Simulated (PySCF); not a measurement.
An unknown gives this computed stick spectrum. Theory: PySCF 2.14.0, density-fitted response routines, TDDFT CAM-B3LYP/def2-SVPD, vertical, gas phase, core orbitals frozen in the response. Geometries: GFN2-xTB, one conformer each.

```
state  λ (nm)       f
   S1   211.0   0.670
   S2   190.2  0.0000
   S3   178.6   0.032
   S4   169.8  0.0007
   S5   162.2  0.0000
   S6   154.4  0.0000
   S7   150.7  0.0023
   S8   150.6  0.0000
```

Triplets computed (Tamm–Dancoff): 3.17, 5.19, 6.39 eV.

Question: Which structure fits? All have the formula C4H4F2.
A. `C#C[C@@H](F)CF`
B. `F/C=C\C=C/F`
C. `CC#CC(F)F`

Answer: B. Its S1, at 5.88 eV, is the lowest among the candidates; the nearest of the others has S1 at 6.33 eV. S1 is HOMO→LUMO (98%). Löwdin shares by element: HOMO carbon 78% (atoms not listed hold the other 22%); LUMO carbon 79% (atoms not listed hold the other 21%). At the same level the other candidates give, for their lowest levels:
- `CC#CC(F)F`: 196 nm (f 0.000); 186 nm (f 0.002); 184 nm (f 0.001); 162 nm (f 0.014); 161 nm (f 0.015); T1 5.30 eV; HOMO -9.67, LUMO 1.09 eV
- `C#C[C@@H](F)CF`: 196 nm (f 0.000); 182 nm (f 0.001); 176 nm (f 0.001); 153 nm (f 0.062); 148 nm (f 0.067); T1 5.37 eV; HOMO -9.95, LUMO 1.00 eV

Conformer computed: `[F:1]/[CH:2]=[CH:3]\[CH:4]=[CH:5]/[F:6]`: C2–C3–C4–C5 180°.
